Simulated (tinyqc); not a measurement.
RHF in the sto-3g basis, for H2O, spin multiplicity 1, step by step. One step of it, computed by the program tinyqc.

Question. Iteration 2: building the Fock matrix. J_ij = sum D_kl (ij|kl), K_ij = sum D_kl (ik|jl); F = H + J - 0.5 K; E = tr D H + tr D J / 2 - 0.25 tr D K + E_nn.

D after iteration 1, lower triangle:
```
            1O 1s      1O 2s     1O 2px     1O 2py    1O 2pz     2H 1s     3H 1s
1O 1s    2.116615
1O 2s   -0.499463   2.199279
1O 2px  -0.005093   0.035800   1.998840
1O 2py  -0.041677   0.249506  -0.011956   1.557306
1O 2pz   0.046423  -0.267791   0.030458   0.348345  1.569165
2H 1s    0.002542  -0.060534  -0.033673   0.032902  0.117797  0.010377
3H 1s   -0.004438  -0.126479  -0.042223  -0.492806  0.435547  0.029743  0.360120
```

core Hamiltonian H = T + V (hartree), lower triangle:
```
             1O 1s      1O 2s     1O 2px     1O 2py     1O 2pz      2H 1s      3H 1s
1O 1s   -32.683127
1O 2s    -7.603860  -9.300245
1O 2px    0.000000   0.000000  -7.429339
1O 2py   -0.000381  -0.003823   0.000000  -7.554493
1O 2pz   -0.019607  -0.233304   0.000000  -0.002365  -7.535225
2H 1s    -1.646600  -3.588885   0.000000  -1.832248  -1.765965  -4.995160
3H 1s    -1.578754  -3.485286   0.000000   1.792443  -1.728884  -1.673061  -4.930790
```

Two-electron integrals (ij|kl) in chemists' order, unique and non-zero (hartree):
```
(11|11) 4.785065    (21|11) 0.741380    (21|21) 0.136873    (22|11) 1.118947
(22|21) 0.256633    (22|22) 0.817206    (31|31) 0.024477    (32|31) 0.037809
(32|32) 0.180518    (33|11) 1.115814    (33|21) 0.256684    (33|22) 0.817023
(33|33) 0.880159    (41|41) 0.024477    (42|41) 0.037809    (42|42) 0.180518
(43|43) 0.047444    (44|11) 1.115814    (44|21) 0.256684    (44|22) 0.817023
(44|33) 0.785270    (44|44) 0.880159    (51|51) 0.024477    (52|51) 0.037809
(52|52) 0.180518    (53|53) 0.047444    (54|54) 0.047444    (55|11) 1.115814
(55|21) 0.256684    (55|22) 0.817023    (55|33) 0.785270    (55|44) 0.785270
(55|55) 0.880159    (61|11) 0.161717    (61|21) 0.029597    (61|22) 0.055115
(61|33) 0.055009    (61|41) 0.001004    (61|42) 0.001877    (61|44) 0.055185
(61|51) 0.000924    (61|52) 0.001726    (61|54) 0.000161    (61|55) 0.055158
(61|61) 0.006483    (62|11) 0.386450    (62|21) 0.089713    (62|22) 0.315478
(62|33) 0.310178    (62|41) 0.004948    (62|42) 0.037520    (62|44) 0.318631
(62|51) 0.004551    (62|52) 0.034510    (62|54) 0.007775    (62|55) 0.317329
(62|61) 0.019766    (62|62) 0.149749    (63|31) 0.009471    (63|32) 0.054828
(63|43) 0.007831    (63|53) 0.007203    (63|63) 0.021549    (64|11) 0.202626
(64|21) 0.047656    (64|22) 0.178967    (64|33) 0.170814    (64|41) 0.011779
(64|42) 0.075033    (64|44) 0.191134    (64|51) 0.002123    (64|52) 0.018584
(64|54) 0.011487    (64|55) 0.174755    (64|61) 0.010972    (64|62) 0.103185
(64|64) 0.091842    (65|11) 0.186371    (65|21) 0.043833    (65|22) 0.164610
(65|33) 0.157111    (65|41) 0.002123    (65|42) 0.018584    (65|44) 0.161396
(65|51) 0.011424    (65|52) 0.071921    (65|54) 0.011772    (65|55) 0.175141
(65|61) 0.010092    (65|62) 0.094907    (65|64) 0.064654    (65|65) 0.081016
(66|11) 0.520291    (66|21) 0.122750    (66|22) 0.494323    (66|33) 0.474243
(66|41) 0.008912    (66|42) 0.092604    (66|44) 0.506545    (66|51) 0.008197
(66|52) 0.085175    (66|54) 0.029710    (66|55) 0.501570    (66|61) 0.027298
(66|62) 0.292973    (66|64) 0.230540    (66|65) 0.212045    (66|66) 0.774606
(71|11) 0.154964    (71|21) 0.028366    (71|22) 0.052837    (71|33) 0.052735
(71|41) -0.000963   (71|42) -0.001802   (71|44) 0.052904    (71|51) 0.000886
(71|52) 0.001658    (71|54) -0.000156   (71|55) 0.052878    (71|61) 0.006129
(71|62) 0.018427    (71|64) 0.009324    (71|65) 0.009415    (71|66) 0.025188
(71|71) 0.005955    (72|11) 0.374677    (72|21) 0.087000    (72|22) 0.306460
(72|33) 0.301273    (72|41) -0.004804   (72|42) -0.036608   (72|44) 0.309544
(72|51) 0.004419    (72|52) 0.033673    (72|54) -0.007609   (72|55) 0.308271
(72|61) 0.018640    (72|62) 0.121176    (72|64) 0.057061    (72|65) 0.074958
(72|66) 0.198513    (72|71) 0.018378    (72|72) 0.141949    (73|31) 0.009131
(73|32) 0.053054    (73|43) -0.007618   (73|53) 0.007007    (73|63) 0.016907
(73|73) 0.020297    (74|11) -0.197859   (74|21) -0.046540   (74|22) -0.175061
(74|33) -0.167106   (74|41) 0.011385    (74|42) 0.072872    (74|44) -0.186910
(74|51) -0.002073   (74|52) -0.018230   (74|54) 0.011209    (74|55) -0.170971
(74|61) -0.009505   (74|62) -0.057644   (74|64) -0.010624   (74|65) -0.034814
(74|66) -0.082566   (74|71) -0.010268   (74|72) -0.098492   (74|74) 0.087854
(75|11) 0.181998    (75|21) 0.042809    (75|22) 0.161027    (75|33) 0.153711
(75|41) -0.002073   (75|42) -0.018230   (75|44) 0.157912    (75|51) 0.011038
(75|52) 0.069822    (75|54) -0.011483   (75|55) 0.171280    (75|61) 0.009585
(75|62) 0.075313    (75|64) 0.034648    (75|65) 0.062791    (75|66) 0.135680
(75|71) 0.009445    (75|72) 0.090597    (75|74) -0.062141   (75|75) 0.077457
(76|11) 0.165375    (76|21) 0.038785    (76|22) 0.148991    (76|33) 0.145201
(76|41) -0.000013   (76|42) -0.000150   (76|44) 0.147704    (76|51) 0.003035
(76|52) 0.027756    (76|54) -0.000045   (76|55) 0.153906    (76|61) 0.008481
(76|62) 0.071692    (76|64) 0.042357    (76|65) 0.051104    (76|66) 0.147670
(76|71) 0.008133    (76|72) 0.070024    (76|74) -0.041836   (76|75) 0.050200
(76|76) 0.042440    (77|11) 0.512300    (77|21) 0.120891    (77|22) 0.488117
(77|33) 0.468344    (77|41) -0.008698   (77|42) -0.091167   (77|44) 0.500147
(77|51) 0.008000    (77|52) 0.083859    (77|54) -0.029253   (77|55) 0.495252
(77|61) 0.025876    (77|62) 0.201807    (77|64) 0.083087    (77|65) 0.137232
(77|66) 0.354459    (77|71) 0.025770    (77|72) 0.283775    (77|74) -0.224809
(77|75) 0.206787    (77|76) 0.147670    (77|77) 0.774606
```

nuclear repulsion = 8.90565953 hartree

Give: Coulomb J; exchange K; Fock matrix F; total energy of this density.

Answer.

Coulomb J (hartree), lower triangle:
```
          1O 1s    1O 2s   1O 2px   1O 2py  1O 2pz   2H 1s   3H 1s
1O 1s   18.0357
1O 2s    3.4233   8.5340
1O 2px   0.0010   0.0044   8.5317
1O 2py   0.0027  -0.0186  -0.0010   8.5242
1O 2pz  -0.0020   0.0238   0.0018   0.0063  8.5224
2H 1s    0.7403   3.2247   0.0012   1.7927  1.6693  4.9343
3H 1s    0.7092   3.1625   0.0015  -1.7999  1.6578  1.5166  5.0545
```

exchange K (hartree), lower triangle:
```
          1O 1s    1O 2s   1O 2px   1O 2py  1O 2pz   2H 1s   3H 1s
1O 1s    9.8073
1O 2s    1.6878   2.7757
1O 2px   0.0000   0.0070   2.3230
1O 2py  -0.0033   0.0326  -0.0086   2.1647
1O 2pz   0.0063  -0.0280   0.0130   0.1356  2.1695
2H 1s    0.3814   1.0447  -0.0079   0.4915  0.5031  0.7287
3H 1s    0.3668   1.0739  -0.0067  -0.6247  0.5760  0.4349  1.0846
```

Fock matrix F (hartree), lower triangle:
```
           1O 1s    1O 2s   1O 2px   1O 2py   1O 2pz    2H 1s    3H 1s
1O 1s   -19.5511
1O 2s    -5.0245  -2.1541
1O 2px    0.0011   0.0009  -0.0591
1O 2py    0.0039  -0.0387   0.0033  -0.1126
1O 2pz   -0.0248  -0.1955  -0.0047  -0.0639  -0.0975
2H 1s    -1.0970  -0.8866   0.0052  -0.2853  -0.3482  -0.4252
3H 1s    -1.0529  -0.8597   0.0048   0.3049  -0.3591  -0.3739  -0.4186
```

total energy of this density = -74.515381 hartree
